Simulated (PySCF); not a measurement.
Species: F4HP.
Numbering: `[H][P:2]([F:1])([F:3])([F:4])[F:5]` (hydrogens: H6 on P2)

Geometry (GFN2-xTB, Å), atoms numbered from 1 in this order:
```
atom  x, y, z in Å
F1     1.4338    0.4843   -0.2169
P2    -0.0666   -0.0226    0.0058
F3    -0.5533    1.4174   -0.4928
F4     0.3068   -0.2381    1.5456
F5     0.2416   -1.1784   -1.0572
H6    -1.3592   -0.4606    0.1939
```

A PySCF run (density fitting, gas phase, GFN2-xTB geometry) gave HOMO -10.39 eV, LUMO 0.03 eV, dipole 1.43 D.

Problem. Which of these levels was it?
A. PBE0/pcSseg-1
B. PBE0/def2-SVPD
C. PBE0/MINI

Solution. C. It is PBE0/MINI. All candidates on this geometry:

```tsv
level and settings	kind	basis functions	SCF cycles	E (Eh)	HOMO (eV)	LUMO (eV)	dipole (D)
PBE0/MINI, energy threshold 1e-11 Eh	global hybrid	30	10	-736.3423	-10.39	0.03	1.43
PBE0/def2-SVPD	global hybrid	124	12	-740.5192	-11.33	0.15	1.94
PBE0/pcSseg-1	global hybrid	97	11	-740.8595	-11.22	0.42	2.05
```

The nearest other candidate, by the summed differences of HOMO and LUMO, is PBE0/def2-SVPD: its HOMO differs by -0.94 eV and its LUMO by +0.12 eV. Cycle counts include a coarse-grid stage where the run had one.
